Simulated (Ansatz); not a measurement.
A calculation with Ansatz (development build ahead of 0.2.0).

```yaml
crystal:
  periodic: [false, false, false]
  atoms:
    - { symbol: C, position_ang: [0.4164, -0.449, -0.3925] }
    - { symbol: C, position_ang: [-0.4164, 0.449, 0.3925] }
    - { symbol: C, position_ang: [1.0979, -0.0846, -1.4877] }
    - { symbol: C, position_ang: [-1.0979, 0.0846, 1.4877] }
    - { symbol: H, position_ang: [0.4746, -1.4879, -0.0451] }
    - { symbol: H, position_ang: [-0.4746, 1.4879, 0.0451] }
    - { symbol: H, position_ang: [1.7109, -0.7974, -2.0442] }
    - { symbol: H, position_ang: [1.0631, 0.9432, -1.8629] }
    - { symbol: H, position_ang: [-1.7109, 0.7974, 2.0442] }
    - { symbol: H, position_ang: [-1.0631, -0.9432, 1.8629] }
basis:
  gaussian: { orbitals: def2-SVP }
magnetization:
  spin_polarized: true
  initial_magnetization: 2
hamiltonian:
  xc: hf
output:
  forces: true
```

The input is written out in the form of the current development build from the run's settings.

The run gave:

```
Converged                       : yes
Total energy                    : -154.71447 hartree
Spin squared of the determinant : 2.168
Stability test                  : minimum
```

Forces (eV/Å):
```json
{"atom": "C1", "Fx": "-6.227", "Fy": "-1.092", "Fz": "9.086"}
{"atom": "C2", "Fx": "3.064", "Fy": "-0.790", "Fz": "-3.925"}
{"atom": "C3", "Fx": "4.878", "Fy": "2.602", "Fz": "-7.837"}
{"atom": "C4", "Fx": "-1.686", "Fy": "-0.817", "Fz": "2.675"}
{"atom": "H5", "Fx": "-0.051", "Fy": "0.437", "Fz": "-0.109"}
{"atom": "H6", "Fx": "0.010", "Fy": "-0.355", "Fz": "0.132"}
{"atom": "H7", "Fx": "-0.231", "Fy": "0.354", "Fz": "0.174"}
{"atom": "H8", "Fx": "0.070", "Fy": "-0.465", "Fz": "0.095"}
{"atom": "H9", "Fx": "0.214", "Fy": "-0.281", "Fz": "-0.181"}
{"atom": "H10", "Fx": "-0.040", "Fy": "0.405", "Fz": "-0.111"}
```

Caution: another spin multiplicity may lie lower; the unrestricted determinant is spin contaminated; the determinant breaks the point group.
